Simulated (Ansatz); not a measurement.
**Equilibrium lattice constant a of some cubic elemental solids other than molecular ones**

Method: r²SCAN+SOC (Ansatz, a program for electronic structure, plane waves, PAW). References are measured values corrected to a static lattice. The table is a random draw of 6 from 9 solids with such references.

Values in Å.

```csv
solid,reference,r²SCAN+SOC,error (%)
fcc Pt,3.913,3.942,+0.74
bcc Ba,4.995¶,5.070,+1.50
bcc Cs,6.039¶,6.271,+3.84
grey tin (α-Sn),6.477,6.564,+1.34
bcc W,3.16,3.170,+0.32
fcc Ir,3.831,?,?
```

Problem. Estimate the withheld r²SCAN+SOC value.

Solution. The errors of the other rows run from +0.32 % to +3.84 %, with a median of +1.34 %; carried to the reference 3.831 it gives 3.882 Å. The run gives 3.846 Å (+0.39 %), -0.93 % from the estimate; the row was drawn at random, and such an estimate is rough. Over these 6 solids the mean error is +1.36 %, the mean absolute error 1.36 % (median 1.04 %), and the worst case bcc Cs at +3.84 %; the value is above the reference in 6 of 6 cases. Over all 9, from unrounded values, the mean error is +1.28 % and the mean absolute error 1.28 % (median 1.20 %).

All these references are brought to a static lattice.

¶ marks references of a special kind: bcc Ba, 4.995 Å (measured, low-temperature or extrapolated to 0 K; zero-point anharmonic expansion removed, our sources range from 4.995 to 5.004; as tabulated in Csonka et al. (2009), arXiv:0903.4037); bcc Cs, 6.039 Å (measured, low-temperature or extrapolated to 0 K; zero-point anharmonic expansion removed; as tabulated in Csonka et al. (2009), arXiv:0903.4037).

Differences are worked out from the printed values.

Ansatz's density-functional and Hartree–Fock values are scalar-relativistic unless marked +SOC, with PAW data made under PBE.

Not in this set, of the elemental solids other than molecular ones with a reference value in our tables and a result at some level: 20 for no value at r²SCAN+SOC (not run, a failed fit, an unstable or unbound cell, or a value held back for tests); 19 for a reference at room or unstated temperature; 4 for a high-temperature or high-pressure phase. These can be a level's best or worst cases. At least 1 more with a reference value is held back for tests. Solids without a released value at any level aren't counted. Layered and molecular crystals are counted apart. The metals Ce to Yb are counted apart.

References as tabulated in Mejia-Rodriguez and Trickey (2018), arXiv:1807.09216; Csonka et al. (2009), arXiv:0903.4037.
